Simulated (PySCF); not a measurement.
NO⁺ at RHF-MP2

Computed with RHF-MP2; N pcseg-2, O pcseg-2; no relativity (PySCF 2.14).

```
state                          : ¹Σ⁺ (singlet), closed shell
bond length                    : 1.082 Å
harmonic wavenumber            : 2155 cm⁻¹
force constant                 : 20.4 mdyn/Å
rotational constant Be         : 1.928 cm⁻¹
anharmonicity ωexe             : 20.8 cm⁻¹
vibration–rotation constant αe : 0.0227 cm⁻¹
well depth De to N + O⁺        : 11.08 eV
dissociation energy D0         : 10.95 eV
```

Correlated steps freeze 2 core orbitals. For an ion De counts to the pair picked by the measured ionisation energies or electron affinities, which need not be the lowest pair at this level. Where the molecule has an RHF reference, its open-shell atoms are computed with UHF.
